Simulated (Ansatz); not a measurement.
# Worked example: building the atomization energy of CH₆Si, singlet

Measured: the G2/97 heats of formation, with zero-point and thermal terms from B3LYP taken off, give an electronic atomization energy of 627.2 kcal/mol (Curtiss et al., J. Chem. Phys. 106, 1063 (1997); Staroverov et al., J. Chem. Phys. 119, 12129 (2003)). The calculation below tries to reproduce it.

Geometry (MP2(full)/6-31G*, from the G2/97 set):

| atom | x (Å) | y (Å) | z (Å) |
| --- | --- | --- | --- |
| C | 0.0000 | 0.0000 | -1.2762 |
| Si | 0.0000 | 0.0000 | 0.6040 |
| H | 0.0000 | -1.0198 | -1.6681 |
| H | -0.8831 | 0.5099 | -1.6681 |
| H | 0.8831 | 0.5099 | -1.6681 |
| H | 0.0000 | 1.3912 | 1.1270 |
| H | -1.2048 | -0.6956 | 1.1270 |
| H | 1.2048 | -0.6956 | 1.1270 |

Atomization energies (atoms less molecule, kcal/mol) from Ansatz 0.2.0, frozen cores, restricted molecule, unrestricted atoms, sets cc-pV(D+d)Z, cc-pV(T+d)Z, cc-pV(Q+d)Z:

| level | DZ | TZ | QZ |
| --- | --- | --- | --- |
| HF | 481.11 | 488.66 | 489.82 |
| CCSD(T) | 587.07 | 615.71 | 623.98 |
| CCSDT | 587.14 | 615.52 | – |
| CCSDT(Q) | 587.31 | 615.71 | – |

Problem. Extrapolate Hartree–Fock with exp(−5.46 √X) and the CCSD(T) correlation part with X⁻³ (X = 3, 4), add each higher step from the largest set that has it, and compare with the measured value.

Solution. Hartree–Fock: 489.82 + (489.82 − 488.66) × 0.301 = 490.17.
Correlation: TZ 127.05, QZ 134.16; (64 × 134.16 − 27 × 127.05) / 37 = 139.35.
Full triples (TZ): 615.52 − 615.71 = -0.19.
(Q) (TZ): 615.71 − 615.52 = 0.19.
Sum: 629.5 kcal/mol, 2.3 above the measured 627.2.

The steps beyond CCSD(T) add 0.00 kcal/mol, while going from QZ to the limit adds 5.54. Core correlation, scalar relativity, spin–orbit terms and the relaxation from this MP2 geometry are missing from the sum, and the measured value has its own uncertainty.
